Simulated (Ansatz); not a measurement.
**C2H3Al: basis-set convergence**

An exercise on one series of results from a longer session: the logs are not shown, and one member is left open.

The runs use Ansatz 0.2.0, Gaussian basis; one geometry, several basis sets.

The runs, in order: PBE0-D4/def2-SVP; ωB97M-V/def2-SVP; PBE0-D4/def2-QZVPP; ωB97M-V/def2-QZVPP; CCSD(T)/cc-pV(D+d)Z; CCSD(T)/cc-pV(T+d)Z; MP2/cc-pV(Q+d)Z; the functionals' def2-TZVPP values are taken from earlier runs.

2 further runs of the same task are left out: 2 that didn't finish.

## Structure used throughout

An earlier PBE0-D4 in a triple-zeta def2 set relaxation fixed the geometry.

SMILES `C#[C][AlH2]`, 6 atoms, charge 0, spin multiplicity 1.

Atoms are counted from 1 here; the program's logs count them from 0.

Bond lengths: C1–C2 1.211 Å, C1–H4 1.067 Å, C2–Al3 1.906 Å, Al3–H5 1.580 Å, Al3–H6 1.580 Å. Angles: C2–C1–H4 180.0°, C1–C2–Al3 179.9°, C2–Al3–H5 118.8°, C2–Al3–H6 118.8°, H5–Al3–H6 122.4°.

Set-up of the first run:

in.yaml reads:

```yaml
crystal:
  periodic: [false, false, false]
  atoms:
    - {symbol: C, position_ang: [-0.792818, -1.637611, -0.298136]}
    - {symbol: C, position_ang: [-0.266129, -0.564168, -0.106203]}
    - {symbol: Al, position_ang: [0.564769, 1.124159, 0.195033]}
    - {symbol: H, position_ang: [-1.256988, -2.583085, -0.467377]}
    - {symbol: H, position_ang: [1.356714, 1.804691, -0.990468]}
    - {symbol: H, position_ang: [0.436551, 1.792014, 1.620952]}
basis:
  gaussian: {orbitals: def2-SVP}
hamiltonian: {xc: pbe0, dispersion: d4}
output: {orbitals: {seedname: orbitals}}
```

Steps of the session up to this table: PBE0-D4 in def2-SVP; ωB97M-V in def2-SVP; PBE0-D4 in def2-QZVPP; ωB97M-V in def2-QZVPP.

One table of the session follows, with a row left open; its other results are not shown here.

It belongs to the step «Density functionals: the series». 

```
functional       basis  HOMO (eV)  LUMO (eV)
   PBE0-D4    def2-SVP      -7.99      -1.82
   PBE0-D4  def2-TZVPP      -8.05      -1.86
   PBE0-D4  def2-QZVPP          ?          ?
   ωB97M-V    def2-SVP     -10.17      -0.07
   ωB97M-V  def2-TZVPP     -10.27      -0.18
   ωB97M-V  def2-QZVPP     -10.28      -0.29
```

Q: Estimate the row for PBE0-D4, def2-QZVPP from the others.

The run gave: HOMO (eV): -8.06; LUMO (eV): -1.88. In the column «HOMO (eV)» it lies between ωB97M-V, def2-SVP (-10.17) and PBE0-D4, def2-TZVPP (-8.05).
